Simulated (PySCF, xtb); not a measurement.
Homolysis of single bonds, series Ga F-SiH3. All species are isolated molecules in the gas phase. Strings in code marks are SMILES.

Quantity: homolytic bond dissociation enthalpy at 298 K (no spin–orbit term), in kJ/mol. Enthalpy corrections at 298 K come from GFN2-xTB frequencies (xtb).

Level 1: B3LYP-D3(BJ)/def2-TZVP (PySCF)
Level 2: PBE-D3(BJ)/def2-TZVP // B3LYP-D3(BJ)/def2-TZVP (PySCF)
Level 3: BP86/6-31G* // B3LYP-D3(BJ)/def2-TZVP (PySCF)
Level 4: HF/3-21G // B3LYP-D3(BJ)/def2-TZVP (PySCF)

```
species                                                               level 1  level 2  level 3  level 4
--------------------------------------------------------------------  -------  -------  -------  -------
F–Ga bond of `[F][Ga]([F])[F]`, giving `[F]` and `[F][Ga][F]`           490.9    508.1    502.1    399.1
Ga–Si bond of `[F][Ga]([F])[SiH3]`, giving `[F][Ga][F]` and `[SiH3]`    287.2    287.2    284.3    257.1
```
